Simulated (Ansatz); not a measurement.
A made-up structure of CH$_{3}$BSi, closed shell:

B1  (0.046, 0.245, 1.081)
C2  (0.491, 0.199, -0.593)
Si3  (-0.760, -0.576, -0.420)
H4  (-1.783, -1.357, -1.018)
H5  (1.151, 0.464, -1.408)
H6  (0.540, 0.747, 1.990)
(Å)

It is relaxed with PBE-D4/def2-SVP and then PBE0-D4/def2-TZVP (Ansatz 0.2.0). Atoms count as bonded within 1.22 times the sum of their covalent radii (H–H: 0.88 Å). The end point is not checked to be a true minimum.

Q: Does its bonding change? (A judgement: the text doesn't fix the answer.)

A: Computed: No: no bond forms or breaks.

Where it ends: The first stage lowers the energy by 2.43 eV in 8 steps. It ends as CH₃BSi ([BH]1[CH][SiH]1):
B1  (0.216, 0.315, 0.878)
C2  (0.500, 0.210, -0.572)
Si3  (-0.956, -0.666, -0.236)
H4  (-1.877, -1.438, -1.117)
H5  (1.260, 0.564, -1.257)
H6  (0.541, 0.737, 1.937)
(Å)

Labels in which every atom is bracketed show which atoms are joined, not bond orders.

For scale, one of the runs: PBE0-D4/def2-TZVP relaxation, 117 basis functions, launched by `ansatz run in.yaml --threads 2 --pin off --events-out ev --progress --plain --max-ram 4352MiB`. Hardware: 2 CPU threads of an Arm Neoverse V1, shared host. Wall time about 11 s.
